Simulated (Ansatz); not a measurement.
Ansatz (a program for electronic structure) input (B3LYP/LANL2DZ): The .json file is the Basis Set Exchange's LANL2DZ.

Ansatz 0.2 input:
```yaml
crystal:
  periodic: [false, false, false]
  atoms:
    - {symbol: H, position_ang: [0.01447342, 0.08638095, 2.15652780]}
    - {symbol: N, position_ang: [0.00783130, 0.06957397, 1.15314312]}
    - {symbol: C, position_ang: [0.00674851, 1.15106397, 0.33837805]}
    - {symbol: C, position_ang: [-0.00183715, -1.06265205, 0.35791557]}
    - {symbol: C, position_ang: [-0.00329642, 0.78425359, -0.97400704]}
    - {symbol: C, position_ang: [-0.00878289, -0.64908884, -0.95028013]}
    - {symbol: H, position_ang: [-0.00286866, -2.04741204, 0.79197534]}
    - {symbol: H, position_ang: [-0.00643389, 1.42496570, -1.83754978]}
    - {symbol: H, position_ang: [-0.01698230, -1.29241246, -1.81499389]}
basis:
  gaussian:
    orbitals: LANL2DZ.json
hamiltonian:
  xc: {name: B3LYP}
magnetization: {spin_polarized: true, initial_magnetization: 1}
output: {forces: true}
```

From the last part of the output:

```
WARN ansatz: RAYON_NUM_THREADS=1 ignored (pool sized by the plan → 1); use --threads N
Functional definition: B3LYP
integrals: 0.02 GiB planned
706 factors; integrals over basis functions are off by at most 6.3e-4 eV
mean field: 0.24 GiB planned
mean field evaluation 1: about -5692.1344 eV, gradient 3.4e1 eV
mean field evaluation 2: about -5689.3011 eV, gradient 4.2e1 eV
mean field evaluation 4: about -5698.8044 eV, gradient 2.4e0 eV
mean field evaluation 8: about -5699.0226 eV, gradient 1.2e-1 eV
mean field evaluation 16: about -5699.0228 eV, gradient 6.9e-4 eV
mean field -5699.02284851 eV, -209.4352267464 hartree, gradient 2.0e-5 eV, S^2 0.758759; 1 other end points of the search recorded, 0 dependent functions left out
the calculation of the forces begins
reference -5699.02305402 eV, -209.4352342986 hartree; 18, 17 occupied and 35, 36 virtual orbitals, 706 factors
Total energy: -5699.02305402 eV, -209.4352342986 hartree
Atom 0 at     0.014473     0.086381     2.156528 Å, force     0.001828    -0.005948     0.282449 eV/Å
Atom 1 at     0.007831     0.069574     1.153143 Å, force     0.006512    -0.192153     1.109021 eV/Å
Atom 2 at     0.006749     1.151064     0.338378 Å, force     0.008443     1.431400     0.428634 eV/Å
Atom 3 at    -0.001837    -1.062652     0.357916 Å, force    -0.000599    -0.999511     0.508900 eV/Å
Atom 4 at    -0.003296     0.784254    -0.974007 Å, force    -0.005790     0.324581    -1.078392 eV/Å
Atom 5 at    -0.008783    -0.649089    -0.950280 Å, force    -0.008436    -0.414038    -1.038522 eV/Å
Atom 6 at    -0.002869    -2.047412     0.791975 Å, force    -0.000547    -0.146993     0.004759 eV/Å
Atom 7 at    -0.006434     1.424966    -1.837550 Å, force    -0.000460     0.070926    -0.112743 eV/Å
Atom 8 at    -0.016982    -1.292412    -1.814994 Å, force    -0.000951    -0.068264    -0.104106 eV/Å
Dipole moment:     0.001516    -0.186924     0.343512 e Å
```
